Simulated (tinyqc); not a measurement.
Inside a calculation. Method: CISD on RHF in the sto-3g basis, frozen core, for HF, spin multiplicity 1. Computed by tinyqc, a small Python program that keeps every step (integrals from PySCF). Settings: charge = 0, multiplicity = 1, basis = sto-3g, method = RHF, frozen orbitals = 1, energy threshold = 1e-10, iteration cap = 62, orthogonalisation = symmetric, start = core, DIIS depth = 6, ci = CISD, davidson = 1. Command: `OMP_NUM_THREADS=1 python tinyqc.py 22774 22775 out.jsonl` (the two numbers bound the seeds that draw the settings). One thread of a shared host (Intel(R) Xeon(R) Processor @ 2.60GHz), about 0.1 s of CPU time with the checks. The early iterations of the SCF are left out here.

## One-electron integrals

Geometry (angstrom):
```
atom,x,y,z
F,0.0000,0.0000,0.0000
H,0.0000,0.0000,1.0850
```

Basis sto-3g: exponents (1/bohr^2) and contraction coefficients of normalised primitives:
```
element,l (shell),exponent,coefficient
F,s (1),166.6791,0.1543
F,s (1),30.3608,0.5353
F,s (1),8.2168,0.4446
F,s (2),6.4648,-0.1000
F,s (2),1.5023,0.3995
F,s (2),0.4886,0.7001
F,p (3),6.4648,0.1559
F,p (3),1.5023,0.6077
F,p (3),0.4886,0.3920
H,s (1),3.4253,0.1543
H,s (1),0.6239,0.5353
H,s (1),0.1689,0.4446
```

Overlap, kinetic and nuclear-attraction integrals over the contracted functions; the nuclear repulsion is the sum of Za Zb / Rab.

nuclear repulsion = 4.389488 hartree

overlap S, lower triangle:
```
,1F 1s,1F 2s,1F 2px,1F 2py,1F 2pz,2H 1s
1F 1s,1.0000
1F 2s,0.2380,1.0000
1F 2px,0.0000,0.0000,1.0000
1F 2py,0.0000,0.0000,0.0000,1.0000
1F 2pz,0.0000,0.0000,0.0000,0.0000,1.0000
2H 1s,0.0331,0.3445,0.0000,0.0000,0.2882,1.0000
```

kinetic energy T (hartree), lower triangle:
```
,1F 1s,1F 2s,1F 2px,1F 2py,1F 2pz,2H 1s
1F 1s,36.9846
1F 2s,-0.2129,1.0380
1F 2px,0.0000,0.0000,3.2480
1F 2py,0.0000,0.0000,0.0000,3.2480
1F 2pz,0.0000,0.0000,0.0000,0.0000,3.2480
2H 1s,-0.0072,0.0560,0.0000,0.0000,0.1600,0.7600
```

nuclear attraction V (hartree), lower triangle:
```
,1F 1s,1F 2s,1F 2px,1F 2py,1F 2pz,2H 1s
1F 1s,-77.4973
1F 2s,-9.2929,-12.0279
1F 2px,0.0000,0.0000,-11.9098
1F 2py,0.0000,0.0000,0.0000,-11.9098
1F 2pz,-0.0108,-0.1326,0.0000,0.0000,-11.9862
2H 1s,-1.3255,-3.0638,0.0000,0.0000,-2.2371,-5.5196
```

core Hamiltonian H = T + V (hartree), lower triangle:
```
,1F 1s,1F 2s,1F 2px,1F 2py,1F 2pz,2H 1s
1F 1s,-40.5127
1F 2s,-9.5057,-10.9899
1F 2px,0.0000,0.0000,-8.6617
1F 2py,0.0000,0.0000,0.0000,-8.6617
1F 2pz,-0.0108,-0.1326,0.0000,0.0000,-8.7381
2H 1s,-1.3326,-3.0078,0.0000,0.0000,-2.0771,-4.7595
```

## Two-electron integrals

Functions are numbered as in S; the eight-fold symmetry (ij|kl) = (ji|kl) = (kl|ij) leaves the list below.

Two-electron integrals (ij|kl) in chemists' order, unique and non-zero (hartree):
```
i,j,k,l,(ij|kl)
1,1,1,1,5.4035
2,1,1,1,0.8419
2,1,2,1,0.1563
2,2,1,1,1.2680
2,2,2,1,0.2923
2,2,2,2,0.9262
3,1,3,1,0.0280
3,2,3,1,0.0432
3,2,3,2,0.2046
3,3,1,1,1.2645
3,3,2,1,0.2924
3,3,2,2,0.9260
3,3,3,3,0.9975
4,1,4,1,0.0280
4,2,4,1,0.0432
4,2,4,2,0.2046
4,3,4,3,0.0538
4,4,1,1,1.2645
4,4,2,1,0.2924
4,4,2,2,0.9260
4,4,3,3,0.8900
4,4,4,4,0.9975
5,1,5,1,0.0280
5,2,5,1,0.0432
5,2,5,2,0.2046
5,3,5,3,0.0538
5,4,5,4,0.0538
5,5,1,1,1.2645
5,5,2,1,0.2924
5,5,2,2,0.9260
5,5,3,3,0.8900
5,5,4,4,0.8900
5,5,5,5,0.9975
6,1,1,1,0.1186
6,1,2,1,0.0218
6,1,2,2,0.0406
6,1,3,3,0.0406
6,1,4,4,0.0406
6,1,5,1,0.0009
6,1,5,2,0.0017
6,1,5,5,0.0408
6,1,6,1,0.0031
6,2,1,1,0.3096
6,2,2,1,0.0724
6,2,2,2,0.2569
6,2,3,3,0.2531
6,2,4,4,0.2531
6,2,5,1,0.0049
6,2,5,2,0.0390
6,2,5,5,0.2642
6,2,6,1,0.0103
6,2,6,2,0.0887
6,3,3,1,0.0075
6,3,3,2,0.0446
6,3,5,3,0.0082
6,3,6,3,0.0130
6,4,4,1,0.0075
6,4,4,2,0.0446
6,4,5,4,0.0082
6,4,6,4,0.0130
6,5,1,1,0.2145
6,5,2,1,0.0508
6,5,2,2,0.1929
6,5,3,3,0.1848
6,5,4,4,0.1848
6,5,5,1,0.0105
6,5,5,2,0.0723
6,5,5,5,0.2091
6,5,6,1,0.0075
6,5,6,2,0.0818
6,5,6,5,0.0878
6,6,1,1,0.4767
6,6,2,1,0.1133
6,6,2,2,0.4643
6,6,3,3,0.4488
6,6,4,4,0.4488
6,6,5,1,0.0094
6,6,5,2,0.1053
6,6,5,5,0.4947
6,6,6,1,0.0162
6,6,6,2,0.2088
6,6,6,5,0.2238
6,6,6,6,0.7746
```

## Orthogonalisation

S = U s U^T; symmetric (Loewdin) form X = U s^(-1/2) U^T, so that X^T S X = 1.

eigenvalues of S: 0.5231  0.8468  1.0000  1.0000  1.1284  1.5016

X, lower triangle:
```
,1F 1s,1F 2s,1F 2px,1F 2py,1F 2pz,2H 1s
1F 1s,1.0229
1F 2s,-0.1294,1.0772
1F 2px,0.0000,0.0000,1.0000
1F 2py,0.0000,0.0000,0.0000,1.0000
1F 2pz,-0.0048,0.0450,0.0000,0.0000,1.0367
2H 1s,0.0181,-0.2024,0.0000,0.0000,-0.1660,1.0899
```

## Iteration 7 (converged): orbitals

converged F (hartree), lower triangle:
```
,1F 1s,1F 2s,1F 2px,1F 2py,1F 2pz,2H 1s
1F 1s,-25.9057
1F 2s,-6.6240,-3.0265
1F 2px,0.0000,0.0000,-0.4620
1F 2py,0.0000,0.0000,0.0000,-0.4620
1F 2pz,-0.0190,-0.0507,0.0000,0.0000,-0.2718
2H 1s,-0.9380,-0.8531,0.0000,0.0000,-0.4987,-0.4046
```

Diagonalise F' = X^T F X, C = X C', fill 5 alpha and 5 beta electrons from the bottom; D = 2 C_occ C_occ^T. Each column has its largest component positive (the first on a tie).

F' = X^T F X (hartree), lower triangle:
```
,1,2,3,4,5,6
1,-25.4344
2,-3.4024,-1.7891
3,0.0000,0.0000,-0.4620
4,0.0000,0.0000,0.0000,-0.4620
5,-0.0431,0.0775,0.0000,0.0000,-0.1288
6,-0.0955,-0.4235,0.0000,0.0000,-0.4913,-0.0555
```

orbital energies (hartree): MO1 -25.9152, MO2 -1.4323, MO3 -0.5332, MO4 -0.4620, MO5 -0.4620, MO6 0.4729

coefficients C:
```
,MO1,MO2,MO3,MO4,MO5,MO6
1F 1s,0.9949,-0.2549,0.0646,0.0000,0.0000,0.0670
1F 2s,0.0213,0.9751,-0.3349,0.0000,0.0000,-0.3958
1F 2px,0.0000,0.0000,0.0000,0.9959,-0.0903,0.0000
1F 2py,0.0000,0.0000,0.0000,0.0903,0.9959,0.0000
1F 2pz,0.0019,0.0476,0.6890,0.0000,0.0000,-0.7921
2H 1s,-0.0041,0.1243,0.5677,0.0000,0.0000,0.9586
```

D after iteration 7, lower triangle:
```
,1F 1s,1F 2s,1F 2px,1F 2py,1F 2pz,2H 1s
1F 1s,2.1179
1F 2s,-0.4980,2.1267
1F 2px,0.0000,0.0000,2.0000
1F 2py,0.0000,0.0000,0.0000,2.0000
1F 2pz,0.0686,-0.3685,0.0000,0.0000,0.9540
2H 1s,0.0018,-0.1380,0.0000,0.0000,0.7941,0.6756
```

Within a degenerate level the vectors are fixed only up to a rotation; this is one choice.

## Convergence

Stop when the energy changes by less than 1e-10 hartree and every element of the error matrix X^T (F D S - S D F) X is below 3e-06.

Course of the cycle:
```
iteration,E (hartree),change,largest element of the error matrix
1,-97.866341,-,5.95e-01
2,-98.550118,-6.84e-01,9.29e-02
3,-98.555733,-5.62e-03,8.14e-03
4,-98.555803,-6.99e-05,1.28e-03
5,-98.555804,-9.87e-07,1.66e-05
6,-98.555804,-1.87e-10,1.07e-07
7,-98.555804,-2.84e-14,5.40e-08
```

PySCF RHF in the same basis = -98.555804 hartree

Converged in 7 iterations.

## Integrals over molecular orbitals

(pq|rs) = sum C_ip C_jq C_kr C_ls (ij|kl), one index at a time.

one-electron integrals over orbitals h = C^T H C (hartree), lower triangle:
```
,1,2,3,4,5,6
1,-40.4950
2,0.7143,-9.1308
3,-0.1719,0.5461,-7.1913
4,0.0000,0.0000,0.0000,-8.6617
5,0.0000,0.0000,0.0000,0.0000,-8.6617
6,-0.1828,0.9791,2.0744,0.0000,0.0000,-6.0720
```

Two-electron integrals over orbitals (pq|rs), unique and non-zero (hartree); the lowest 1 orbital is frozen and left out:
```
p,q,r,s,(pq|rs)
2,2,2,2,0.8627
3,2,2,2,-0.0376
3,2,3,2,0.1480
3,3,2,2,0.7245
3,3,3,2,-0.0289
3,3,3,3,0.7173
4,2,4,2,0.1856
4,3,4,2,-0.0354
4,3,4,3,0.0408
4,4,2,2,0.8871
4,4,3,2,-0.0741
4,4,3,3,0.7149
4,4,4,4,0.9975
5,2,5,2,0.1856
5,3,5,2,-0.0354
5,3,5,3,0.0408
5,4,5,4,0.0538
5,5,2,2,0.8871
5,5,3,2,-0.0741
5,5,3,3,0.7149
5,5,4,4,0.8900
5,5,5,5,0.9975
6,2,2,2,-0.1077
6,2,3,2,-0.0631
6,2,3,3,-0.0277
6,2,4,4,-0.1057
6,2,5,5,-0.1057
6,2,6,2,0.0932
6,3,2,2,-0.2033
6,3,3,2,0.0905
6,3,3,3,-0.1075
6,3,4,4,-0.2224
6,3,5,5,-0.2224
6,3,6,2,0.0472
6,3,6,3,0.2056
6,4,4,2,-0.0354
6,4,4,3,-0.0190
6,4,6,4,0.0302
6,5,5,2,-0.0354
6,5,5,3,-0.0190
6,5,6,5,0.0302
6,6,2,2,0.6599
6,6,3,2,0.0581
6,6,3,3,0.6623
6,6,4,4,0.6386
6,6,5,5,0.6386
6,6,6,2,-0.0610
6,6,6,3,-0.0204
6,6,6,6,0.6967
```

## CISD: determinants and Hamiltonian

one-electron integrals dressed by the frozen orbital, h + 2 (pq|11) - (p1|1q) (hartree), lower triangle:
```
,2,3,4,5,6
2,-6.7732
3,0.2921,-5.3295
4,0.0000,0.0000,-6.1633
5,0.0000,0.0000,0.0000,-6.1633
6,0.6056,1.3025,0.0000,0.0000,-4.3668
```

energy of the frozen orbital, 2 h_11 + (11|11) = -75.626467 hartree

Hartree-Fock energy = -98.555804 hartree

Slater-Condon rules over spin orbitals, with the nuclear repulsion and the energy of the frozen orbital added and E(HF) subtracted on the diagonal. Only determinants linked to the reference directly or through others are kept (one block of an abelian symmetry group), so some states are absent.

Occupation strings over the orbitals (2 doubly, a alpha, b beta, 0 empty; spin orbitals ordered 1a 1b 2a 2b ...): 222220 22a22b 2a222b 22b22a 2b222a 222202 222022 220222 2ab222 2ba222 202222

H - E(HF) between determinants (hartree), lower triangle:
```
,222220,22a22b,2a222b,22b22a,2b222a,222202,222022,220222,2ab222,2ba222,202222
222220,0.0000
22a22b,0.0000,0.5494
2a222b,0.0000,-0.0109,1.3385
22b22a,0.0000,-0.2056,-0.0472,0.5494
2b222a,0.0000,-0.0472,-0.0932,-0.0109,1.3385
222202,0.0302,0.0190,0.0354,-0.0190,-0.0354,1.0700
222022,0.0302,0.0190,0.0354,-0.0190,-0.0354,0.0538,1.0700
220222,0.2056,0.0871,-0.0905,-0.0871,0.0905,0.0408,0.0408,1.1882
2ab222,-0.0472,0.0905,-0.1830,-0.0332,0.0631,0.0354,0.0354,0.0979,1.9869
2ba222,0.0472,-0.0332,0.0631,0.0905,-0.1830,-0.0354,-0.0354,-0.0979,-0.1480,1.9869
202222,0.0932,0.0631,0.0468,-0.0631,-0.0468,0.1856,0.1856,0.1480,0.1066,-0.1066,2.9166
```

## CISD: roots

Diagonalise (each vector has its largest component positive (the first on a tie)); all determinants have Ms = 0, so triplets appear too. The lowest singlet root is the correlation energy.

lowest roots of this matrix, relative to E(HF) (hartree): -0.0413  0.3384  0.7100  1.0163  1.0453  1.2059  1.2244  1.3977

lowest vectors:
```
,root 1,root 2,root 3,root 4
222220,0.9840,0.0000,-0.0593,0.0000
22a22b,0.0168,0.7055,0.6804,0.0000
2a222b,-0.0043,0.0421,-0.0809,0.0000
22b22a,-0.0168,0.7055,-0.6804,0.0000
2b222a,0.0043,0.0421,0.0809,0.0000
222202,-0.0180,0.0000,-0.0073,0.7071
222022,-0.0180,0.0000,-0.0073,-0.7071
220222,-0.1683,0.0000,-0.2244,0.0000
2ab222,0.0292,-0.0236,-0.0584,0.0000
2ba222,-0.0292,-0.0236,0.0584,0.0000
202222,-0.0230,0.0000,-0.0111,0.0000
```

<S^2> of these roots: 0.0000  2.0000  0.0000  0.0000  0.0000  0.0000  2.0000  0.0000

weight of the ground state by excitation level 0, 1, 2, ...: 0.9682  0.0006  0.0312

With one virtual orbital singles and doubles already span the full space.

## The lowest root by the Davidson method

Start from the reference; add the residual divided by (theta - H_ii), orthogonalised, at each step.

Davidson iterations:
```
iteration,subspace,lowest Ritz value (hartree),residual norm
1,1,0,2.39e-01
2,2,-0.040088,4.57e-02
3,3,-0.041243,5.19e-03
4,4,-0.041260,6.82e-04
5,5,-0.041260,5.55e-06
6,6,-0.041260,9.04e-07
7,7,-0.041260,1.74e-16
```
